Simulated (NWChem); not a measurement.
**Correlation energy of Cl**

```
Cl
```
Charge 0, spin multiplicity 2.

Everything below was run with NWChem.

Basis set: cc-pVTZ. Each correlation energy counts from its own Hartree-Fock reference.

The correlated methods keep 5 core orbitals frozen. No SCF solution was tested for a lower state. Open-shell Hartree-Fock references start from PBE0 orbitals. No row is a measurement; the coupled-cluster row has its own basis-set and correlation limits.

Task: For the correlation energy, URI-MP2 gives -157.9 mHa and UMP2 gives -157.9 mHa. What do CCSD on UHF, CCSD[T] on UHF give?

Result: CCSD on UHF: -180.8 mHa; CCSD[T] on UHF: -186.4 mHa.
